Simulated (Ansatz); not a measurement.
# CH$_{3}$⁺, triplet in cc-pVTZ: errors against UCCSDT(Q)

Geometry: that of the CH3⁺, singlet, kept fixed. The singlet lies 5.1 eV lower here.

```xyz
4

C     0.0000    0.0000    0.0000
H     1.0932    0.0139   -0.0002
H    -0.5586    0.9397   -0.0028
H    -0.5345   -0.9536    0.0030
```

Basis cc-pVTZ; Ansatz 0.2.0. Only valence electrons are correlated (noble-gas cores frozen), which leaves 6 electrons in 71 orbitals. Prefix R: restricted or restricted open-shell reference; prefix U: unrestricted. Active spaces: valence = (6e, 7o) chosen from the atoms' valence shells.

Full CI isn't at hand for all of this; UCCSDT(Q) serves as the reference, and is uncertain by the last step of the cluster series or more. The frozen core follows each run's orbitals, which can shift R against U totals by a few meV.

HF rows: RHF is the determinant under the cluster runs. Coupled cluster chose its determinant by a search with trial CCSD, here up to 0.08 eV above the lowest Hartree–Fock solution of its kind, and MP2 stands on that determinant too.

* UHF ⟨S²⟩: 2.010
* ⟨S²⟩ of the determinant under UCCSD: 2.017
* T1 diagnostic (RCCSD): 0.0178
* largest doubles amplitude (RCCSD): 0.045
* T1 diagnostic (UCCSD): 0.0106

```csv
level,E − E(UCCSDT(Q)) (kJ/mol),share of correlation (%),wall time
RHF,409.9,0.00,–
RMP2,64.5,84.27,–
UMP2,67.2,83.62,–
RCCSD,12.1,97.04,–
UCCSD,11.6,97.17,–
RCCSD(T),1.8,99.56,6.5 s
UCCSD(T),1.7,99.59,7 s
BCCD(T),1.8,99.55,7.5 s
RCCSDT,0.4,99.90,–
UCCSDT,0.2,99.94,–
RCCSDT(Q),0.2,99.96,64 s
CASSCF (valence space),264.0,35.60,–
NEVPT2 (valence space),49.9,87.82,3.4 s
MRCISD (valence space),11.1,97.29,–
MRCISD+Q (valence space),2.6,99.36,4 s
```

The correlation energy at UCCSDT(Q), counted from RHF, is -4.248 eV. That run took 60 s on 1 thread of Intel Xeon Platinum 8375C, shared host.

Run but not shown, since their state, orbitals or frozen core can't be matched to the reference's or they repeat it: UHF.

Times hold each run's SCF and search for its determinant on a shared host, so for small cases they say little of a method's own cost; they ran on 1 thread of Intel Xeon Platinum 8375C.

Natural occupations of CASSCF (valence space) about the gap: 1.974 1.968 1.004 1.000 0.022 0.021 0.010; effectively unpaired electrons, Σ n²(2−n)², 2.01.
